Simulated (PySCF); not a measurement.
Isomers of C3H4FN, one conformer each; single-point electronic energies without zero-point terms and without any empirical dispersion term.

All values: PBE0/pcSseg-1 (PySCF, non-relativistic), each on one gas-phase PBE0-D3(BJ)/def2-SVP geometry that isn't relaxed in the solvent. The solvent is an IEF-PCM continuum (Bondi radii, 1.10 Å for H, scaled by 1.2). Specific hydrogen bonds and non-electrostatic terms are outside this model.

```tsv
isomer	relative energy, gas (kcal/mol)	dipole (D)
`[C@H](C#N)(C)F`	0.0	3.63
`[H]/N=C/C=C\F`	12.7	1.27
`C=NC(=C)F`	14.7	0.65
`C=N/C=C\F`	22.0	2.65
`FC[C@H]1C=N1`	38.4	0.90
```

Task: How do the relative energies look in chloroform (ε = 4.711)?

Result: 
```csv
isomer,"relative energy, solvent (kcal/mol)",E(solvent) − E(gas) (kcal/mol),dipole in solvent (D)
`[C@H](C#N)(C)F`,0.0,-4.6,4.29
`[H]/N=C/C=C\F`,13.2,-4.1,1.69
`C=NC(=C)F`,16.6,-2.6,0.88
`C=N/C=C\F`,22.9,-3.7,3.23
`FC[C@H]1C=N1`,38.8,-4.1,1.08
```

The order is unchanged. Conformers: `[H]/[N:1]=[CH:2]/[CH:3]=[CH:4]\[F:5]` with N1–C2–C3–C4 -179°; `[CH2:1]=[N:2][C:3](=[CH2:4])[F:5]` with C1–N2–C3–C4 179°; `[CH2:1]=[N:2]/[CH:3]=[CH:4]\[F:5]` with C1–N2–C3–C4 180°; `[F:1][CH2:2][C@H:3]1[CH:4]=[N:5]1` with F1–C2–C3–C4 80°. `[C@H](C#N)(C)F` gains most from the continuum, and it has the largest gas-phase dipole. The gains span 2.0 kcal/mol, the gas-phase energies 38.4 kcal/mol.
